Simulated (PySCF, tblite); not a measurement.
Isomers of C2H4F2, one GFN2-xTB conformer each. Single-point energies are computed at PBE0/pcSseg-1 (PySCF, gas phase, no added dispersion term), electronic only.

Task: Rank them by PBE0/pcSseg-1 energy, lowest first (kJ/mol).
A. `[F:1][CH2:2][CH2:3][F:4]` with F1–C2–C3–F4 86°
B. 1,1-difluoroethane (`CC(F)F`)

Result: B (0.0), A (62.9).

As drawn, the lower has two fluorines on one carbon, which the higher lacks. GFN2-xTB itself gives, in the same order: 0.0, 31.3. Both levels put the same isomer lowest.

Task: Which frontier levels, dipoles and rotational constants go with these structures?

Result: 
| SMILES | HOMO (eV, PBE0/pcSseg-1) | LUMO (eV) | dipole (D) | A, B, C (MHz) |
| --- | --- | --- | --- | --- |
| CC(F)F | -9.58 | 1.66 | 2.23 | 9697, 8850, 5190 |
| FCCF | -9.38 | 1.57 | 2.42 | 19378, 4602, 4247 |

Task: What happens when harmonic zero-point energies from GFN2-xTB frequencies are added?

Result: 
```csv
SMILES,ZPE (kJ/mol),electronic (kJ/mol),with ZPE (kJ/mol)
CC(F)F,153.0,0.0,0.0
FCCF,153.4,62.9,63.3
```

The zero-point energies span 0.4 kJ/mol. The order is unchanged.
